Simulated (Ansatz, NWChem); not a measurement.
# C3H3NS (thiazole): the vertical energy of the triplet above the singlet from total energies

C3H3NS has 8 atoms, charge 0, and is taken as a singlet. SMILES: `c1cscn1`. Geometry: relaxed at PBE0-D4/def2-TZVP.

Both states at this one shape; open shells run unrestricted unless said. 1 Eh = 27.2114 eV.

| level | program | singlet C3H3NS (Eh) | triplet C3H3NS (Eh) |
| --- | --- | --- | --- |
| BHLYP/6-31G* (spherical functions) | Ansatz | -568.916763 | -568.776316 |
| CCSD/6-31G* (spherical functions), 9 core orbitals frozen | NWChem | -567.974273 | -567.824317 |

Problem. Work out the vertical gap, second state less first, at each level.

Solution. 
1. BHLYP/6-31G* (spherical functions): -568.776316 − (-568.916763) = 0.140447 Eh = 3.82 eV.
2. CCSD/6-31G* (spherical functions): -567.824317 − (-567.974273) = 0.149956 Eh = 4.08 eV.

No measured value is set beside it here; the levels span 3.82 to 4.08 eV. The second state is spin-contaminated at CCSD/6-31G* (spherical functions) (⟨S²⟩ = 2.21).
